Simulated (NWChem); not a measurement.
The numbers come from NWChem runs, not from measurements. System: F4Si, charge 0, spin multiplicity 1, displaced from the optimised geometry. The structure started from a generated list of species. Level: B3LYP/def2-SVP, VWN1-RPA local correlation.

Input file:

```
start mol
memory heap 200 mb stack 900 mb global 1100 mb
geometry units angstroms nocenter noautoz
  F      0.000000    -1.334850     0.943894
  Si     0.000000     0.000000     0.000001
  F      0.000000     1.334850     0.943894
  F     -1.334850     0.000000    -0.943895
  F      1.334850     0.000000    -0.943895
  symmetry group C2v
end
basis spherical
  * library def2-svp
end
dft
  xc b3lyp
  semidirect memsize 60000000 filesize 0
  iterations 100
  grid medium
end
task dft gradient
```

Part of the output:

```
             Northwest Computational Chemistry Package (NWChem) 7.3.0
             --------------------------------------------------------

                                NWChem Input Module
                                -------------------

 Scaling coordinates for geometry "geometry" by  1.889725989
 (inverse scale =  0.529177249)

 Turning off AUTOSYM since
 SYMMETRY directive was detected!

                             Geometry "geometry" -> ""
                             -------------------------

 Output coordinates in angstroms (scale by  1.889725989 to convert to a.u.)

  No.       Tag          Charge          X              Y              Z
 ---- ---------------- ---------- -------------- -------------- --------------
    1 F                    9.0000     0.00000000    -1.33485000     0.94389400
    2 Si                  14.0000     0.00000000     0.00000000     0.00000100
    3 F                    9.0000     0.00000000     1.33485000     0.94389400
    4 F                    9.0000    -1.33485000     0.00000000    -0.94389500
    5 F                    9.0000     1.33485000     0.00000000    -0.94389500

 Effective nuclear repulsion energy (a.u.)     259.4692083121

            Nuclear Dipole moment (a.u.)
            ----------------------------
        X                 Y               Z
 ---------------- ---------------- ----------------
     0.0000000000     0.0000000000    -0.0000075589

      Symmetry information
      --------------------

 Group name             C2v
 Group number             16
 Group order               4
 No. of unique centers     3

      Symmetry unique atoms

     1    2    4


 Summary of "ao basis" -> "" (spherical)
 ------------------------------------------------------------------------------
       Tag                 Description            Shells   Functions and Types
 ---------------- ------------------------------  ------  ---------------------
 *                          def2-svp                  on all atoms

                                 NWChem DFT Module
                                 -----------------

 Summary of "ao basis" -> "ao basis" (spherical)
 ------------------------------------------------------------------------------
       Tag                 Description            Shells   Functions and Types
 ---------------- ------------------------------  ------  ---------------------
 F                          def2-svp                 6       14   3s2p1d
 Si                         def2-svp                 8       18   4s3p1d

 Summary of "ao basis" -> "ao basis" (spherical)
 ------------------------------------------------------------------------------
       Tag                 Description            Shells   Functions and Types
 ---------------- ------------------------------  ------  ---------------------
 F                          def2-svp                 6       14   3s2p1d
 Si                         def2-svp                 8       18   4s3p1d

      Symmetry analysis of basis
      --------------------------

        a1         29
        a2          9
        b1         18
        b2         18

            General Information
            -------------------
          SCF calculation type: DFT
          Wavefunction type:  closed shell.
          No. of atoms     :     5
          No. of electrons :    50
           Alpha electrons :    25
            Beta electrons :    25
          Charge           :     0
          Spin multiplicity:     1
          Use of symmetry is: on ; symmetry adaption is: on
[...]
              MO Center= -1.7D-10, -1.0D-15,  3.0D-01, r^2= 3.0D+00
   Bfn.  Coefficient  Atom+Function         Bfn.  Coefficient  Atom+Function
  ----- ------------  ---------------      ----- ------------  ---------------
    25      1.051680  2 Si px                49      0.358594  4 F  s
    63     -0.358594  5 F  s                 22      0.356531  2 Si px
     4      0.217898  1 F  px                36      0.217898  3 F  px
     7     -0.194491  1 F  px                39     -0.194491  3 F  px
    19     -0.174133  2 Si px                31     -0.171459  2 Si d  1

 Vector   28  Occ=0.000000D+00  E= 8.046670D-02  Symmetry=b2
              MO Center=  3.5D-16, -1.4D-14, -3.0D-01, r^2= 3.0D+00
   Bfn.  Coefficient  Atom+Function         Bfn.  Coefficient  Atom+Function
  ----- ------------  ---------------      ----- ------------  ---------------
    26      1.051682  2 Si py                 3      0.358595  1 F  s
    35     -0.358595  3 F  s                 23      0.356529  2 Si py
    51      0.217898  4 F  py                65      0.217898  5 F  py
    54     -0.194491  4 F  py                68     -0.194491  5 F  py
    20     -0.174132  2 Si py                29     -0.171459  2 Si d -1

 center of mass
 --------------
 x =   0.00000000 y =   0.00000000 z =  -0.00000018

 moments of inertia (a.u.)
 ------------------
         483.554700518618           0.000000000000           0.000000000000
           0.000000000000         483.554700518618           0.000000000000
           0.000000000000           0.000000000000         483.548033878195

     Multipole analysis of the density
     ---------------------------------

     L   x y z        total         alpha         beta         nuclear
     -   - - -        -----         -----         ----         -------
     0   0 0 0     -0.000000    -25.000000    -25.000000     50.000000

     1   1 0 0     -0.000000     -0.000000     -0.000000      0.000000
     1   0 1 0     -0.000000     -0.000000     -0.000000      0.000000
     1   0 0 1      0.000008      0.000008      0.000008     -0.000008

     2   2 0 0    -24.302693    -69.418436    -69.418436    114.534179
     2   1 1 0      0.000000      0.000000      0.000000      0.000000
     2   1 0 1     -0.000000     -0.000000     -0.000000      0.000000
     2   0 2 0    -24.302680    -69.418429    -69.418429    114.534179
     2   0 1 1      0.000000      0.000000      0.000000      0.000000
     2   0 0 2    -24.302824    -69.420081    -69.420081    114.537337

            General Information
            -------------------
          SCF calculation type: DFT
          Wavefunction type:  closed shell.
          No. of atoms     :     5
          No. of electrons :    50
           Alpha electrons :    25
            Beta electrons :    25
          Charge           :     0
          Spin multiplicity:     1
          Use of symmetry is: on ; symmetry adaption is: on
          Maximum number of iterations: 100
          AO basis - number of functions:    74
                     number of shells:    32
          Convergence on energy requested:  1.00D-06
          Convergence on density requested:  1.00D-05
          Convergence on gradient requested:  5.00D-04

              XC Information
              --------------
                         B3LYP Method XC Potential
                     Hartree-Fock (Exact) Exchange  0.200
                        Slater Exchange Functional  0.800 local
                    Becke 1988 Exchange Functional  0.720 non-local
              Lee-Yang-Parr Correlation Functional  0.810
                  VWN I RPA Correlation Functional  0.190 local

             Grid Information
             ----------------
          Grid used for XC integration:  medium
          Radial quadrature: Mura-Knowles
          Angular quadrature: Lebedev.
          Tag              B.-S. Rad. Rad. Pts. Rad. Cut. Ang. Pts.
          ---              ---------- --------- --------- ---------
          F                   0.50       49           7.0       434
          Si                  1.10       88           6.0       590
          Grid pruning is: on
          Number of quadrature shells:   186
          Spatial weights used:  Erf1

          Convergence Information
          -----------------------
          Convergence aids based upon iterative change in
          total energy or number of iterations.
          Levelshifting, if invoked, occurs when the
          HOMO/LUMO gap drops below (HL_TOL):  1.00D-02
          DIIS, if invoked, will attempt to extrapolate
          using up to (NFOCK): 10 stored Fock matrices.

                    Damping( 0%)  Levelshifting(0.5)       DIIS
                  --------------- ------------------- ---------------
          dE  on:    start            ASAP                start
          dE off:    2 iters        100 iters           100 iters

      Screening Tolerance Information
      -------------------------------
          Density screening/tol_rho:  1.00D-10
          AO Gaussian exp screening on grid/accAOfunc:  14
          CD Gaussian exp screening on grid/accCDfunc:  20
          XC Gaussian exp screening on grid/accXCfunc:  20
          Schwarz screening/accCoul:  1.00D-08

                            NWChem DFT Gradient Module
                            --------------------------

  charge          =   0.00
  wavefunction    = closed shell

  Using symmetry

                         DFT ENERGY GRADIENTS

    atom               coordinates                        gradient
                 x          y          z           x          y          z
   1 F       0.000000  -2.522501   1.783701    0.000000  -0.026381   0.018654
   2 Si      0.000000   0.000000   0.000002    0.000000   0.000000   0.000001
   3 F       0.000000   2.522501   1.783701    0.000000   0.026381   0.018654
   4 F      -2.522501   0.000000  -1.783703   -0.026382   0.000000  -0.018655
   5 F       2.522501   0.000000  -1.783703    0.026382   0.000000  -0.018655

                 ----------------------------------------
                 |  Time  |  1-e(secs)   |  2-e(secs)   |
                 ----------------------------------------
                 |  CPU   |       0.00   |       0.27   |
                 ----------------------------------------
                 |  WALL  |       0.00   |       0.27   |
                 ----------------------------------------

 Task  times  cpu:        0.8s     wall:        0.8s

 Total times  cpu:        0.8s     wall:        0.8s
```
